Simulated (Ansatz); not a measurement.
# AlFH3N: two geometries relaxed

Aim: relax the geometries before and after the reaction (1,2-elimination), and see whether they are two minima and how far apart in energy. Meant to form: H4–F2; to break: Al1–F2, H4–N3. The start is a guess near the saddle point, from which both ends are pulled out.

Program: Ansatz 0.2.0. Level of theory: RKS PBE/def2-SVPD. These are calculated values, not measurements.

### Step 1. The system as given

Bond lengths: Al1–F2 2.111 Å, Al1–N3 1.712 Å, Al1–H5 1.531 Å, N3–H6 1.006 Å. Angles: F2–Al1–N3 78.6°, F2–Al1–H5 118.8°, N3–Al1–H5 162.6°, Al1–N3–H6 143.9°.

Structure file:

```xyz
6

Al   -0.3896    0.5279   -0.5595
F    -0.4633   -1.5768   -0.4189
N     0.7830    0.2271    0.6517
H     0.2393   -0.9599    0.3516
H    -1.3082    1.2334   -1.5611
H     1.1387    0.5482    1.5361
```

### Step 2. A restrained relaxation towards end A

Springs on the bonds that form and break draw the guess towards this end; the thresholds are loose.

input.yaml

```yaml
crystal:
  periodic: [false, false, false]
  atoms:
    - { symbol: Al, position_ang: [-0.3896, 0.5279, -0.5595] }
    - { symbol: F, position_ang: [-0.4633, -1.5768, -0.4189] }
    - { symbol: "N", position_ang: [0.783, 0.2271, 0.6517] }
    - { symbol: H, position_ang: [0.2393, -0.9599, 0.3516] }
    - { symbol: H, position_ang: [-1.3082, 1.2334, -1.5611] }
    - { symbol: H, position_ang: [1.1387, 0.5482, 1.5361] }
basis:
  gaussian: { orbitals: def2-SVPD }
hamiltonian:
  xc: pbe
relax:
  f_tol: 0.15
  max_steps: 25
  restrain:
    - { distance: [3, 1], at: 2.18, k: 30.0 }
    - { distance: [0, 1], at: 1.78, k: 30.0 }
    - { distance: [3, 2], at: 1.02, k: 30.0 }
```

Command:

```console
$ ansatz run input.yaml --threads 2 --pin off --max-ram 3072MiB --backend cpu --events-out ev --progress --plain --runs-dir out
```

Output, cut to the lines that bear on the results:

```text
Warning: RAYON_NUM_THREADS=2 ignored (pool sized by the plan → 2); use --threads N
[...]
Functional definition: PBE
[...]
781 factors; their error is unknown
[...]
mean field -10839.53732943 eV, -398.3456495543 hartree, gradient 4.3e-5 eV, S^2 0.000000; 0 other end points of the search recorded, 0 dependent functions left out
[...]
reference -10839.53737832 eV, -398.3456513508 hartree; 16, 16 occupied and 75, 75 virtual orbitals, 781 factors
relax step   1: F+E_penalty+E_count = -10839.53732943 eV  Δ(F+E_penalty+E_count) = +0.000e0 eV  max|allowed force component| = 1.625e0 eV/Å  E_restraint = 17.24085904 eV  max|allowed force component, restraints' pulls added| = 2.424e1 eV/Å  Δτ_max = 0.0000 Å  (27 SCF iters, accepted)
[...]
relax step   7: F+E_penalty+E_count = -10842.04136528 eV  Δ(F+E_penalty+E_count) = -4.557e-2 eV  max|allowed force component| = 9.454e-1 eV/Å  E_restraint = 0.02694764 eV  max|allowed force component, restraints' pulls added| = 1.705e-1 eV/Å  Δτ_max = 0.1159 Å  (27 SCF iters, accepted)
[...]
relax step   8: F+E_penalty+E_count = -10842.04201463 eV  Δ(F+E_penalty+E_count) = -6.493e-4 eV  max|allowed force component| = 9.792e-1 eV/Å  E_restraint = 0.02669794 eV  max|allowed force component, restraints' pulls added| = 3.661e-2 eV/Å  Δτ_max = 0.0122 Å  (29 SCF iters, accepted)
  distance H 3 - F 1 = 2.2066 Å
  distance Al 0 - F 1 = 1.7477 Å
  distance H 3 - N 2 = 1.0257 Å
781 factors; their error is unknown
mean field -10842.04201463 eV, -398.4376950375 hartree, gradient 7.2e-6 eV, S^2 0.000000; 1 other end points of the search recorded, 0 dependent functions left out
[...]
reference -10842.04206344 eV, -398.4376968312 hartree; 16, 16 occupied and 75, 75 virtual orbitals, 781 factors
Total energy: -10842.04206344 eV, -398.4376968312 hartree
Atom 0 at    -0.516862     0.230000    -0.622072 Å, force    -0.107231    -0.979241    -0.096710 eV/Å
Atom 1 at    -0.708014    -1.498526    -0.796015 Å, force    -0.384598     0.724038    -0.480894 eV/Å
Atom 2 at     0.612472     0.144621     0.723324 Å, force     0.020648     0.165186     0.020605 eV/Å
Atom 3 at     0.664067    -0.875555     0.815923 Å, force     0.498062     0.053117     0.591835 eV/Å
Atom 4 at    -1.226219     1.323390    -1.499866 Å, force    -0.023159     0.036605    -0.028569 eV/Å
Atom 5 at     1.174457     0.675969     1.378607 Å, force    -0.003721     0.000295    -0.006269 eV/Å
Dipole moment:     0.124661     0.429061     0.135973 e Å
```

Wall time 7.9 s (2 threads of AMD EPYC 7B13 (Zen 3), shared host); peak memory 0.16 GiB.

The steps of the relaxation:

| step | energy from step 1 (eV) | largest force component (eV/Å) |
| --- | --- | --- |
| 1 | 0.0000 | 1.6253 |
| 2 | -0.9041 | 2.1179 |
| 3 | -1.7095 | 2.2539 |
| 4 | -2.3419 | 1.0417 |
| 5 | -2.4143 | 1.1107 |
| 6 | -2.4585 | 1.2983 |
| 7 | -2.5040 | 0.9454 |
| 8 | -2.5047 | 0.9792 |

Step 1 is the start. Energies and forces in the table leave out the springs, which the log lists apart; the run stops on the force with the springs' pull added.

After: Bond lengths: Al1–F2 1.748 Å, Al1–N3 1.759 Å, N3–H4 1.026 Å, Al1–H5 1.571 Å, N3–H6 1.014 Å. Angles: F2–Al1–N3 95.6°, F2–Al1–H5 125.7°, N3–Al1–H5 138.7°, Al1–N3–H4 98.6°, Al1–N3–H6 145.6°, H4–N3–H6 115.8°.

Pairs that crossed the distance rule for bonds on the way: came closer N3–H4.

### Step 3. Relaxing end A

It starts where the restrained run ended.

input.yaml

```yaml
crystal:
  periodic: [false, false, false]
  atoms:
    - { symbol: Al, position_ang: [-0.516862, 0.23, -0.622072] }
    - { symbol: F, position_ang: [-0.708014, -1.498526, -0.796015] }
    - { symbol: "N", position_ang: [0.612472, 0.144621, 0.723324] }
    - { symbol: H, position_ang: [0.664067, -0.875555, 0.815923] }
    - { symbol: H, position_ang: [-1.226219, 1.32339, -1.499866] }
    - { symbol: H, position_ang: [1.174457, 0.675969, 1.378607] }
basis:
  gaussian: { orbitals: def2-SVPD }
hamiltonian:
  xc: pbe
relax:
  f_tol: 0.03
  max_steps: 50
```

Command:

```console
$ ansatz run input.yaml --threads 2 --pin off --max-ram 3072MiB --backend cpu --events-out ev --progress --plain --runs-dir out
```

Output, cut to the lines that bear on the results:

```text
Warning: RAYON_NUM_THREADS=2 ignored (pool sized by the plan → 2); use --threads N
[...]
[... 1 set-up line as earlier in the session ...]
[...]
781 factors; their error is unknown
[...]
mean field -10842.04200811 eV, -398.4376947980 hartree, gradient 1.6e-5 eV, S^2 0.000000; 0 other end points of the search recorded, 0 dependent functions left out
[...]
reference -10842.04205696 eV, -398.4376965934 hartree; 16, 16 occupied and 75, 75 virtual orbitals, 781 factors
relax step   1: F+E_penalty+E_count = -10842.04200811 eV  Δ(F+E_penalty+E_count) = +0.000e0 eV  max|allowed force component| = 9.791e-1 eV/Å  Δτ_max = 0.0000 Å  (26 SCF iters, accepted)
[...]
relax step   6: F+E_penalty+E_count = -10842.43301139 eV  Δ(F+E_penalty+E_count) = -1.471e-2 eV  max|allowed force component| = 4.233e-2 eV/Å  Δτ_max = 0.0835 Å  (27 SCF iters, accepted)
[...]
relax step   7: F+E_penalty+E_count = -10842.43352238 eV  Δ(F+E_penalty+E_count) = -5.110e-4 eV  max|allowed force component| = 1.149e-2 eV/Å  Δτ_max = 0.0191 Å  (28 SCF iters, accepted)
781 factors; their error is unknown
[...]
mean field -10842.43352238 eV, -398.4520826821 hartree, gradient 2.3e-5 eV, S^2 0.000000; 1 other end points of the search recorded, 0 dependent functions left out
[...]
reference -10842.43357023 eV, -398.4520844404 hartree; 16, 16 occupied and 75, 75 virtual orbitals, 781 factors
Total energy: -10842.43357023 eV, -398.4520844404 hartree
Atom 0 at    -0.521938     0.025545    -0.621703 Å, force     0.007465     0.003492     0.006562 eV/Å
Atom 1 at    -1.038298    -1.487087    -1.193025 Å, force    -0.001755    -0.002206     0.000288 eV/Å
Atom 2 at     0.624382     0.033322     0.742261 Å, force    -0.000008     0.011487     0.000195 eV/Å
Atom 3 at     0.991800    -0.796422     1.208454 Å, force     0.000377    -0.008166    -0.001915 eV/Å
Atom 4 at    -1.061752     1.345186    -1.302530 Å, force     0.001374    -0.001397     0.000928 eV/Å
Atom 5 at     1.005707     0.879353     1.166444 Å, force    -0.007453    -0.003211    -0.006058 eV/Å
Dipole moment:     0.259530     0.287924     0.300939 e Å
```

Run time: 6.7 s. Hardware: 2 threads of AMD EPYC 7B13 (Zen 3), shared host; peak memory 0.16 GiB.

Relaxation path:

| step | energy from step 1 (eV) | largest force component (eV/Å) |
| --- | --- | --- |
| 1 | 0.0000 | 0.9791 |
| 2 | -0.1766 | 0.8891 |
| 3 | -0.3011 | 1.0652 |
| 4 | -0.3510 | 0.9209 |
| 5 | -0.3763 | 0.1509 |
| 6 | -0.3910 | 0.0423 |
| 7 | -0.3915 | 0.0115 |

Step 1 is the start.

After: Bond lengths: Al1–F2 1.697 Å, Al1–N3 1.782 Å, N3–H4 1.020 Å, Al1–H5 1.580 Å, N3–H6 1.020 Å. Angles: F2–Al1–N3 117.2°, F2–Al1–H5 119.7°, N3–Al1–H5 123.1°, Al1–N3–H4 125.3°, Al1–N3–H6 124.2°, H4–N3–H6 110.5°.

### Step 4. A restrained relaxation towards end B

Springs on the bonds that form and break draw the guess towards this end; the thresholds are loose.

input.yaml

```yaml
crystal:
  periodic: [false, false, false]
  atoms:
    - { symbol: Al, position_ang: [-0.3896, 0.5279, -0.5595] }
    - { symbol: F, position_ang: [-0.4633, -1.5768, -0.4189] }
    - { symbol: "N", position_ang: [0.783, 0.2271, 0.6517] }
    - { symbol: H, position_ang: [0.2393, -0.9599, 0.3516] }
    - { symbol: H, position_ang: [-1.3082, 1.2334, -1.5611] }
    - { symbol: H, position_ang: [1.1387, 0.5482, 1.5361] }
basis:
  gaussian: { orbitals: def2-SVPD }
hamiltonian:
  xc: pbe
relax:
  f_tol: 0.15
  max_steps: 25
  restrain:
    - { distance: [3, 1], at: 0.88, k: 30.0 }
    - { distance: [0, 1], at: 3.08, k: 30.0 }
    - { distance: [3, 2], at: 2.32, k: 30.0 }
output:
  orbitals: {}
```

Command:

```console
$ ansatz run input.yaml --threads 2 --pin off --max-ram 3072MiB --backend cpu --events-out ev --progress --plain --runs-dir out
```

Output, cut to the lines that bear on the results:

```text
Warning: RAYON_NUM_THREADS=2 ignored (pool sized by the plan → 2); use --threads N
[...]
[... 1 set-up line as earlier in the session ...]
[...]
781 factors; their error is unknown
[...]
mean field -10839.53732943 eV, -398.3456495543 hartree, gradient 4.3e-5 eV, S^2 0.000000; 0 other end points of the search recorded, 0 dependent functions left out
[...]
reference -10839.53737832 eV, -398.3456513508 hartree; 16, 16 occupied and 75, 75 virtual orbitals, 781 factors
relax step   1: F+E_penalty+E_count = -10839.53732943 eV  Δ(F+E_penalty+E_count) = +0.000e0 eV  max|allowed force component| = 1.625e0 eV/Å  E_restraint = 30.15932343 eV  max|allowed force component, restraints' pulls added| = 3.017e1 eV/Å  Δτ_max = 0.0000 Å  (27 SCF iters, accepted)
[...]
  distance H 3 - F 1 = 0.9234 Å
  distance Al 0 - F 1 = 3.0761 Å
  distance H 3 - N 2 = 2.3084 Å
781 factors; their error is unknown
mean field -10838.49586026 eV, -398.3073762681 hartree, gradient 1.5e-5 eV, S^2 0.000000; 1 other end points of the search recorded, 0 dependent functions left out
[...]
reference -10838.49591059 eV, -398.3073781178 hartree; 16, 16 occupied and 75, 75 virtual orbitals, 781 factors
Total energy: -10838.49591059 eV, -398.3073781178 hartree
Atom 0 at    -0.304151     1.053660    -0.439313 Å, force    -0.005911    -0.123230    -0.001589 eV/Å
Atom 1 at    -0.499828    -2.016142    -0.420636 Å, force    -0.788203    -0.413957    -0.881235 eV/Å
Atom 2 at     0.699376     0.503602     0.785370 Å, force    -0.129305    -0.329418    -0.131960 eV/Å
Atom 3 at     0.068930    -1.638811     0.201258 Å, force     0.895093     0.864253     0.975630 eV/Å
Atom 4 at    -1.294992     1.275303    -1.642240 Å, force     0.007221    -0.000287     0.013387 eV/Å
Atom 5 at     1.330565     0.822288     1.515462 Å, force     0.021104     0.002639     0.025767 eV/Å
Dipole moment:    -0.102587     0.565316    -0.166071 e Å
```

Run time: 7.8 s. Hardware: 2 threads of AMD EPYC 7B13 (Zen 3), shared host; peak memory 0.16 GiB.

The steps of the relaxation:

| step | energy from step 1 (eV) | largest force component (eV/Å) |
| --- | --- | --- |
| 1 | 0.0000 | 1.6253 |
| 2 | 0.7927 | 2.7024 |
| 3 | 1.0003 | 2.3163 |
| 4 | 1.1556 | 1.9154 |
| 5 | 1.0710 | 0.9685 |
| 6 | 1.0624 | 1.0667 |
| 7 | 1.0535 | 1.0528 |
| 8 | 1.0415 | 0.9756 |

Step 1 is the start. Energies and forces in the table leave out the springs, which the log lists apart; the run stops on the force with the springs' pull added.

After: Bond lengths: Al1–N3 1.676 Å, F2–H4 0.923 Å, Al1–H5 1.574 Å, N3–H6 1.016 Å. Angles: Al1–N3–H6 142.5°, N3–Al1–H5 168.9°.

Pairs that crossed the distance rule for bonds on the way: came closer F2–H4; moved apart Al1–F2.

### Step 5. End point B

It starts where the restrained run ended.

input.yaml

```yaml
crystal:
  periodic: [false, false, false]
  atoms:
    - { symbol: Al, position_ang: [-0.304151, 1.05366, -0.439313] }
    - { symbol: F, position_ang: [-0.499828, -2.016142, -0.420636] }
    - { symbol: "N", position_ang: [0.699376, 0.503602, 0.78537] }
    - { symbol: H, position_ang: [0.06893, -1.638811, 0.201258] }
    - { symbol: H, position_ang: [-1.294992, 1.275303, -1.64224] }
    - { symbol: H, position_ang: [1.330565, 0.822288, 1.515462] }
basis:
  gaussian: { orbitals: def2-SVPD }
hamiltonian:
  xc: pbe
relax:
  f_tol: 0.03
  max_steps: 50
```

Command:

```console
$ ansatz run input.yaml --threads 2 --pin off --max-ram 3072MiB --backend cpu --events-out ev --progress --plain --runs-dir out
```

Output, cut to the lines that bear on the results:

```text
Warning: RAYON_NUM_THREADS=2 ignored (pool sized by the plan → 2); use --threads N
[...]
[... 1 set-up line as earlier in the session ...]
[...]
781 factors; their error is unknown
[...]
mean field -10838.49586212 eV, -398.3073763366 hartree, gradient 5.5e-5 eV, S^2 0.000000; 0 other end points of the search recorded, 0 dependent functions left out
[...]
reference -10838.49591242 eV, -398.3073781849 hartree; 16, 16 occupied and 75, 75 virtual orbitals, 781 factors
relax step   1: F+E_penalty+E_count = -10838.49586212 eV  Δ(F+E_penalty+E_count) = +0.000e0 eV  max|allowed force component| = 9.757e-1 eV/Å  Δτ_max = 0.0000 Å  (27 SCF iters, accepted)
[...]
relax step   5: F+E_penalty+E_count = -10839.49662112 eV  Δ(F+E_penalty+E_count) = -3.609e-1 eV  max|allowed force component| = 1.157e0 eV/Å  Δτ_max = 0.1065 Å  (35 SCF iters, accepted)
[...]
781 factors; their error is unknown
mean field -10842.43350524 eV, -398.4520820523 hartree, gradient 2.2e-5 eV, S^2 0.000000; 1 other end points of the search recorded, 0 dependent functions left out
[...]
reference -10842.43355306 eV, -398.4520838094 hartree; 16, 16 occupied and 75, 75 virtual orbitals, 781 factors
Total energy: -10842.43355306 eV, -398.4520838094 hartree
Atom 0 at    -0.514393     0.032859    -0.627306 Å, force    -0.001139     0.001232     0.008853 eV/Å
Atom 1 at    -1.070782    -1.470309    -1.186031 Å, force    -0.000364    -0.000783    -0.000671 eV/Å
Atom 2 at     0.618539     0.023463     0.747553 Å, force    -0.002521     0.002260    -0.006126 eV/Å
Atom 3 at     0.956166    -0.810752     1.228254 Å, force     0.002711     0.000056    -0.002005 eV/Å
Atom 4 at    -1.011255     1.360632    -1.324565 Å, force     0.002773    -0.000945    -0.003352 eV/Å
Atom 5 at     1.021626     0.864006     1.161997 Å, force    -0.001460    -0.001820     0.003301 eV/Å
Dipole moment:     0.266454     0.283417     0.298715 e Å
```

Run time: 16 s. Hardware: 2 threads of AMD EPYC 7B13 (Zen 3), shared host; peak memory 0.16 GiB.

Step by step:

| step | energy from step 1 (eV) | largest force component (eV/Å) |
| --- | --- | --- |
| 1 | 0.0000 | 0.9757 |
| 2 | -0.1626 | 0.7129 |
| 3 | -0.3427 | 1.0225 |
| 4 | -0.6398 | 1.3058 |
| 5 | -1.0008 | 1.1575 |
| 6 | -1.8863 | 2.6312 |
| 7 | -2.4134 | 4.9433 |
| 8 | -3.1466 | 2.0388 |
| 9 | -3.5658 | 0.8664 |
| 10 | -3.7108 | 1.6071 |
| 11 | -3.8768 | 0.9297 |
| 12 | -3.8852 | 0.9016 |
| 13 | -3.9021 | 0.3956 |
| 14 | -3.9086 | 0.3477 |
| 15 | -3.9373 | 0.0296 |
| 16x | -3.9372 | 0.0532 |
| 17 | -3.9376 | 0.0089 |

Step 1 is the start. 1 step was tried and not accepted (marked x).

After: Bond lengths: Al1–F2 1.697 Å, Al1–N3 1.782 Å, N3–H4 1.020 Å, Al1–H5 1.580 Å, N3–H6 1.020 Å. Angles: F2–Al1–N3 117.2°, F2–Al1–H5 119.7°, N3–Al1–H5 123.0°, Al1–N3–H4 125.3°, Al1–N3–H6 124.1°, H4–N3–H6 110.6°.

Pairs that crossed the distance rule for bonds on the way: came closer Al1–F2, N3–H4; moved apart F2–H4.

### Step 6. Results

| quantity | value |
| --- | --- |
| end A | 6 moves, 0.392 eV lower |
| end B | 15 moves, 3.938 eV lower |
| largest difference between the ends | 0.00 Å |
| end B relative to end A | +0.000 eV |

In words: The two relaxations end at one structure, within 0.00 Å: no second minimum was found from this start, which doesn't rule one out.
